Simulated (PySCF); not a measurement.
Match the calculated data to a structure.

All candidates are C4H10S.

| technique | computed result |
| --- | --- |
| NMR, other nuclei | isotropic shieldings of nuclei other than C and H, by class: 470 (1 S) ppm [GIAO PBE0/pcSseg-1] |
| 1H NMR | chemical shifts (computed TMS as zero) by class: 2.37 (4 H), 1.26 (6 H) ppm [GIAO PBE0/pcSseg-1] |
| UV, first state | lowest singlet excitation: 5.49 eV (226 nm, f = 0.000) [TDDFT CAM-B3LYP/def2-SVPD] |
| Polarisability | 71.9 au [CAM-B3LYP/def2-SVPD] |
| 13C NMR | chemical shifts (computed TMS as zero) by class: 29.7 (2 C), 17.5 (2 C) ppm [GIAO PBE0/pcSseg-1] |
| Rotational structure | rotational constants A, B, C: 6.331, 2.315, 2.050 GHz [GFN2-xTB] |

Electronic properties: PySCF, gas phase, density fitting. Levels stand in brackets. Geometry: GFN2-xTB, one conformer, isolated molecule. NMR values are class means; diastereotopic atoms form classes of their own.

Question: Which candidate is it?
A. `CC(C)CS` (isobutyl mercaptan)
B. `CSC(C)C` (isopropyl methyl sulfide)
C. `CCSCC` (diethyl sulfide)
D. `CCCSC` (methyl propyl sulfide)

Answer: C. It is `CCSCC`. Numbering: `[CH3:1][CH2:2][S:3][CH2:4][CH3:5]`. Its formula, C4H10S, gives 0 degrees of unsaturation, so no ring and no π bond. 4 carbons fall into 2 classes; from least to most shielded: sp3 carbon bound to sulfur [C2/C4] (29.7 ppm, 2 C), methyl carbon [C1/C5] (17.5 ppm, 2 C). Hydrogen classes from least to most shielded: 4 H on 2 like atoms (sp3 carbon bound to sulfur), C2/C4 (2.37 ppm), 6 H on 2 methyl carbons, C1/C5 (1.26 ppm). The other shieldings belong to: 470 ppm, sulfide sulfur [S3]. By its constants the optimised geometry is an asymmetric top.

The others, at the same levels:
- `CC(C)CS` fails: it has 3 carbon classes against 2; its computed 13C shifts are 40.2 (1 C), 38.7 (1 C), 23.4 (2 C) ppm, 1H shifts are 2.23 (2 H), 1.17 (1 H), 1.12 (6 H), 1.10 (1 H) ppm and rotational constant A is 7.437 GHz (against 6.331 GHz).
- `CSC(C)C` fails: it has 3 carbon classes against 2; its computed 13C shifts are 40.5 (1 C), 23.9 (2 C), 10.9 (1 C) ppm, 1H shifts are 2.61 (1 H), 1.99 (3 H), 1.41 (6 H) ppm and rotational constant A is 5.127 GHz (against 6.331 GHz).
- `CCCSC` fails: it has 4 carbon classes against 2; its computed 13C shifts are 42.8 (1 C), 27.9 (1 C), 20.0 (1 C), 16.4 (1 C) ppm, 1H shifts are 2.22 (2 H), 2.07 (3 H), 1.56 (2 H), 1.02 (3 H) ppm and rotational constant A is 8.832 GHz (against 6.331 GHz).

Each candidate is one conformer, not necessarily the lowest. Dipoles, sizes and rotational constants follow the conformer. The torsions of the flexible species, by atom-mapped SMILES:
- `[CH3:1][CH2:2][S:3][CH2:4][CH3:5]`: C1–C2–S3–C4 -79°, C2–S3–C4–C5 -81°
- `[CH3:1][CH:2]([CH3:3])[CH2:4][SH:5]`: C1–C2–C4–S5 64°, H–S5–C4–C2 61°
- `[CH3:1][S:2][CH:3]([CH3:4])[CH3:5]`: C1–S2–C3–C4 63°
- `[CH3:1][CH2:2][CH2:3][S:4][CH3:5]`: C1–C2–C3–S4 -177°, C2–C3–S4–C5 -72°
